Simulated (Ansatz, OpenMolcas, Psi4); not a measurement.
**How basis sets differ on [BF2]+ (SMILES F[B+]F)**

[BF2]+: 3 atoms, total charge +1, spin state singlet. As SMILES, `F[B+]F`. The coordinates come from a PBE0-D4/def2-TZVP relaxation.

| atom | x (Å) | y (Å) | z (Å) |
| --- | --- | --- | --- |
| F | 0.3297 | 1.1405 | 0.3077 |
| B | 0.0000 | 0.0000 | 0.0000 |
| F | -0.3297 | -1.1405 | -0.3077 |

Each level gives the HOMO–LUMO gap (eV). The values are calculated.

```
                 level          kind     program  value (eV)
  HF/ANO-RCC-MB (DKH2)  Hartree–Fock  OpenMolcas       23.02
             HF/STO-3G  Hartree–Fock      Ansatz       23.19
              HF/3-21G  Hartree–Fock        Psi4       23.61
HF/ANO-RCC-VDZP (DKH2)  Hartree–Fock  OpenMolcas       23.84
            HF/cc-pVTZ  Hartree–Fock        Psi4       23.52
```

The values span 23.02 to 23.84 eV. Orbital gaps aren't excitation energies.
